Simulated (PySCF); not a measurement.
**Oxygen: a sound run and one with changed settings**

Sound run: O [He] 2s2 2p4, O⁺ [He] 2s2 2p3. All numbers are calculated (PySCF 2.14, no relativity, point nucleus, in def2-SVP (3s2p1d, 14 functions)). In the sound run the correlated levels freeze 1s2. The sound run starts from symmetry-adapted Hartree-Fock orbitals and uses a fine grid where one is needed.

Changed run: a valence shell is frozen. This setting is unsound on purpose.

```csv
species,method,sound run (hartree),changed run (hartree),converged
O,MP2,-74.82140,-74.76943,yes
O,CCSD(T),-74.83747,-74.77687,yes
O⁺,MP2,-74.34500,-74.29260,yes
O⁺,CCSD(T),-74.36051,-74.29596,yes
```

Ionisation energy of O:

```tsv
method	sound run (eV)	changed run (eV)
UHF	12.083	12.083
MP2	12.963	12.975
SCS-MP2	12.985	13.103
CCSD	12.972	13.082
CCSD(T)	12.979	13.086
```

Freezing a valence shell removes pair correlation that changes on ionisation.

For comparison, NIST gives 13.618 eV between the lowest levels.
